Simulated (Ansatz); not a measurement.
Coupled-cluster diagnostics for the cluster SiO₂ (the lowest singlet isomer of a short search), Ansatz.

Geometry of the singlet (PBE0-D4/def2-TZVP):

```xyz
3

Si    0.000    0.000    0.000
O     1.357    0.240   -0.608
O    -1.357   -0.240    0.608
```

Correlated methods freeze 7 core orbitals. In CCSD on the charge 0 triplet the largest single amplitude is 0.41, so its Hartree–Fock determinant may place the open shell otherwise than the density functionals do. The structure comes from a short search, and lower isomers may exist.

Geometry of the charge 0 triplet (PBE0-D4/def2-TZVP):

| atom | x (Å) | y (Å) | z (Å) |
| --- | --- | --- | --- |
| Si1 | 0.483 | -0.333 | -0.072 |
| O2 | 0.508 | 1.226 | 0.170 |
| O3 | -0.992 | -0.894 | -0.098 |

Geometry of the charge 0 quintet (PBE0-D4/def2-TZVP):

Cartesian coordinates in Å:
```
Si -0.0363 -0.4426 -0.5795
O -1.0900 -0.3007 0.7361
O 1.1263 0.7433 -0.1566
```

Task: Estimate the CCSD(T) correlation energy, the shares of MP2 and (T), T1 and the reference's ⟨S²⟩ for: charge 0, singlet, own geometry in def2-TZVPP; charge 0, singlet, own geometry in def2-TZVPD; charge 0, triplet, own geometry in def2-TZVPP; charge 0, quintet, own geometry in def2-TZVPP; charge 1, doublet, vertical in def2-TZVPP; charge -1, doublet, vertical in def2-TZVPD; and the rough time on 4 threads of AMD EPYC 7B13 on a shared host.

Result: 
```csv
state,basis,correlation (eV),MP2 share (%),(T) share (%),T1,⟨S²⟩ (pure),wall time,remarks
"charge 0, singlet, own geometry",def2-TZVPP,-16.368,97.2,4.8,0.024,0.00 (0.00),1 s,large T1 (0.024)
"charge 0, singlet, own geometry",def2-TZVPD,-16.447,97.2,4.9,0.024,0.00 (0.00),1.4 s,large T1 (0.024)
"charge 0, triplet, own geometry",def2-TZVPP,-14.952,86.7,4.6,0.083,2.03 (2.00),3.2 s,large T1 (0.083)
"charge 0, quintet, own geometry",def2-TZVPP,-13.042,89.7,3.6,0.031,6.02 (6.00),9 s,–
"charge 1, doublet, vertical",def2-TZVPP,-15.064,87.6,4.9,0.070,1.14 (0.75),3.7 s,"large T1 (0.070), spin-contaminated (⟨S²⟩ 1.14)"
"charge -1, doublet, vertical",def2-TZVPD,-16.953,97.1,5.0,0.023,0.78 (0.75),4.5 s,–
```
Customary marks for T1 are 0.02 (closed shells), 0.045 (open shells) and about 0.05 (3d metals). T1 exceeds 0.02 in 6 of 6 rows and 0.045 in 2; the higher it lies, the less the single-reference result can be trusted.
